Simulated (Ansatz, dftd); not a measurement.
Reaction: CH2O (formaldehyde, SMILES C=O) → CH2O (parent SMILES C=O, triplet)
Each species at its own B3LYP-D3(BJ)/def2-TZVP minimum (Ansatz, a quantum-chemistry and plane-wave program).

Property: adiabatic triplet-singlet gap (electronic), in kcal/mol. Open shells are spin-unrestricted; no spin-orbit coupling. Cores are frozen in correlated methods. Rows without X2C or -DK are non-relativistic. CBS(X,Y): correlation extrapolated as X^-3, Hartree-Fock from the larger set (Q,5: extrapolated as (X+1)exp(-9√X)). A bracket is a step between two methods taken in the basis named. The functionals are non-relativistic, so their misses hold any scalar relativity. '+ core + X2C': CCSD(T) terms for core correlation (cc-pwCVTZ) and scalar relativity (cc-pVTZ-DK). The spin of CH2O (parent SMILES C=O, triplet) was assumed, and the state is the lowest solution found for it.

| level | program | adiabatic triplet-singlet gap (kcal/mol) |
|---|---|---|
| HF/CBS(cc-pVQZ,cc-pV5Z) | Ansatz | (withheld) |
| r2SCAN-D4/def2-TZVPD | Ansatz + dftd4 | 62.7 |
| PBE0/def2-TZVPD | Ansatz | (withheld) |
| MP2/cc-pVQZ | Ansatz | 83.5 |
| CCSDT(Q)/cc-pVTZ | Ansatz | (withheld) |
| CCSDTQ/cc-pVDZ | Ansatz | (withheld) |
| CCSD(T)/CBS(cc-pVQZ,cc-pV5Z) + [CCSDTQ - CCSD(T)]/cc-pVDZ + core + X2C | Ansatz | (withheld) |
| CCSD(T)/CBS(cc-pVQZ,cc-pV5Z) + [CCSDT(Q) - CCSD(T)]/cc-pVTZ + [CCSDTQ - CCSDT(Q)]/cc-pVDZ + core + X2C | Ansatz | 74.2 |

### Question
Complete the blanks.

### Answer

- HF/CBS(cc-pVQZ,cc-pV5Z), adiabatic triplet-singlet gap (kcal/mol): 45.9
- PBE0/def2-TZVPD, adiabatic triplet-singlet gap (kcal/mol): 65.8
- CCSDT(Q)/cc-pVTZ, adiabatic triplet-singlet gap (kcal/mol): 73.1
- CCSDTQ/cc-pVDZ, adiabatic triplet-singlet gap (kcal/mol): 71.8
- CCSD(T)/CBS(cc-pVQZ,cc-pV5Z) + [CCSDTQ - CCSD(T)]/cc-pVDZ + core + X2C, adiabatic triplet-singlet gap (kcal/mol): 74.5
